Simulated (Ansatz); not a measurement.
# bcc Li

The numbers are results of PBEsol in Ansatz (PAW), not measurements.

Numerical settings: plane-wave cutoff 500 eV, 12×12×1 k mesh (along the axes of the cell as run), Fermi–Dirac smearing 0.1 eV, scalar-relativistic PAW data made under PBE.

Cell: relaxed at this level.

surface energy of the (311) face: 0.54 J/m²
work function of the (311) face: 2.96 eV

The slab of 22 atoms is relaxed and unreconstructed.

Static lattice: no zero-point or thermal effects.

Computing time: roughly 50 core-minutes.

Ansatz is a first-principles code.
